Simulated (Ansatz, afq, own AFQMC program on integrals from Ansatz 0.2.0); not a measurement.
Integrals from Ansatz 0.2.0, then the random walk in our own AFQMC program (afq).

```yaml
crystal:
  periodic: [false, false, false]
  atoms:
    - {symbol: O, position_ang: [0.561970, 1.213950, 1.084410]}
basis:
  gaussian: {orbitals: def2-TZVP}
magnetization: {spin_polarized: true, initial_magnetization: 2}
correlation: {method: ccsd_t, electrons: outside_noble_gas, hamiltonian_folder: ham}
```

```sh
$ ansatz run in.yaml --threads 1 --pin off --events-out ev --progress --plain --max-ram 24576MiB --backend cuda --devices 0, --max-vram 18GiB
```

afq runs on the folder ham with

```
--method free --trial cisd --walkers 4000 --time-step 0.03 --max-blocks 4000 --target-error 0.00018 --factor-cut 1e-05 --seed 4764 --times 0,0.3,0.6,1.2,1.8,2.4,3.6,4.8,6 --taylor-order 8
```

Times are imaginary, in 1/Eh. The walk had a cap of 61 s.

Output of the walk:

```
orbitals 30  electrons 4 2  factors 200 of 200
reference energy -74.81562508 Eh
CCSD correlation -0.15827391 Eh in 9 cycles, weight of the determinant in the CISD state 0.9633
repeat  energy at the last time / Eh  error
    10  -74.976954  0.000095
    20  -74.977022  0.000065
    30  -74.977027  0.000049
time / (1/Eh)  energy / Eh  error  mean overlap
  0.00  -74.973903  0.000007  1.0381
  0.30  -74.976657  0.000013  1.0339
  0.60  -74.976967  0.000019  1.0331
  1.20  -74.977078  0.000021  1.0340
  1.80  -74.977127  0.000022  1.0306
  2.40  -74.977156  0.000029  1.0283
  3.60  -74.977165  0.000031  1.0166
  4.80  -74.977125  0.000039  1.0075
  6.00  -74.977013  0.000049  1.0177
energy -74.977013 +/- 0.000049 Eh
```

The run passed its tests (error under three times the target), which doesn't prove that it has relaxed.

Against this walk (error 1.3 meV) on the same determinant: CCSD(T) 7.3 meV higher, CCSDT(Q) 2.9 meV lower, CCSDTQ 2.9 meV lower, full CI (a separate run on its own orbitals, whose frozen core shifts it by up to a few meV) 0.5 meV higher (within the noise). The error is statistical, and a free projection of finite length keeps a remainder of its start. The last points scatter (meV from the last: -3.1 ± 0.6 at 1.80, -3.9 ± 0.8 at 2.40, -4.1 ± 0.8 at 3.60, -3.0 ± 1.1 at 4.80, 0.0 ± 1.3 at 6.00); the last is the one printed as the energy, and the gaps above move with that scatter.

Cautions: remainder of the start not in the error; full CI with its own frozen core.

The walk took 24 s on 1 thread of a server CPU with a shared H100 80 GB, shared host (the card was shared). The log's last line is the free-projection energy.

CCSDT and higher add their correlation energy to the determinant of the CCSD(T) run, since their own runs factorise the integrals more tightly (a shift of under 2 meV). A walk keeps the symmetry of its determinant, which the program's search chose and which needn't be the lowest solution, so a lower state of the same spin and another symmetry isn't excluded.
